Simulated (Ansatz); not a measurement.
# CH7FN: the cost of one run

Program: Ansatz 0.2.0, Gaussian basis. Level of theory: RKS PBE-D4/def2-SVP. These are calculated values, not measurements.

Levels: PBE-D4, revPBE-D4, BLYP-D4, r2SCAN-D4, B97M-V, PBE0-D4, B3LYP-D4, HSE06-D4, wB97X-V, wB97M-V, B2PLYP, Hartree-Fock, MP2, CCSD, CCSD(T). The reference is CCSD(T) extrapolated to the basis limit.

Cores are frozen in the correlated methods. B3LYP uses VWN-RPA correlation. B2PLYP carries no dispersion term here.

176 further runs of the same task are left out: 176 set aside as unsound or not needed. Runs told in other sessions of the task aren't counted.

### 1 Starting geometry

The pair, from a GFN2-xTB docking trial: 10 atoms, charge 1, spin multiplicity 1.

Atoms are counted from 1 here; the program's logs count them from 0.

Bond lengths: N1–H2 1.041 Å, N1–H3 1.027 Å, N1–H4 1.027 Å, N1–H5 1.027 Å, C6–F7 1.391 Å, C6–H8 1.086 Å, C6–H9 1.088 Å, C6–H10 1.087 Å. Angles: H2–N1–H3 109.2°, H2–N1–H4 109.1°, H2–N1–H5 109.3°, H3–N1–H4 109.7°, H3–N1–H5 109.8°, H4–N1–H5 109.6°, F7–C6–H8 107.3°, F7–C6–H9 107.3°, F7–C6–H10 107.3°, H8–C6–H9 111.5°, H8–C6–H10 111.6°, H9–C6–H10 111.6°.

Geometry (Å):

```xyz
10
charge 1, multiplicity 1
N     0.0226    0.0647   -2.0644
H     0.0075    0.0778   -1.0239
H    -0.5998   -0.6795   -2.4023
H     0.9816   -0.1146   -2.3842
H    -0.2956    0.9739   -2.4207
C    -0.0254   -0.0703    2.1432
F     0.0073    0.0256    0.7556
H    -0.2129    0.9271    2.5311
H     0.9425   -0.4476    2.4651
H    -0.8279   -0.7572    2.4006
```

Atoms 1 to 5 are fragment A (NH₄+), the rest fragment B (CH₃F).

### 2 A first relaxation in a small basis

pre/in.yaml reads:

```yaml
crystal:
  periodic: [false, false, false]
  atoms:
    - {symbol: N, position_ang: [0.022600, 0.064700, -2.064400]}
    - {symbol: H, position_ang: [0.007500, 0.077800, -1.023900]}
    - {symbol: H, position_ang: [-0.599800, -0.679500, -2.402300]}
    - {symbol: H, position_ang: [0.981600, -0.114600, -2.384200]}
    - {symbol: H, position_ang: [-0.295600, 0.973900, -2.420700]}
    - {symbol: C, position_ang: [-0.025400, -0.070300, 2.143200]}
    - {symbol: F, position_ang: [0.007300, 0.025600, 0.755600]}
    - {symbol: H, position_ang: [-0.212900, 0.927100, 2.531100]}
    - {symbol: H, position_ang: [0.942500, -0.447600, 2.465100]}
    - {symbol: H, position_ang: [-0.827900, -0.757200, 2.400600]}
basis:
  gaussian: {orbitals: def2-SVP}
total_charge: 1
hamiltonian: {xc: pbe, dispersion: d4}
relax: {f_tol: 0.03, max_steps: 250}
```

Launch:

```console
ansatz run in.yaml --threads 4 --pin off --events-out ev --progress --plain --max-ram 9574MiB
```

**Question.** How long does this run take on 4 threads of Arm Neoverse V2, shared host?

About 6.5 s.
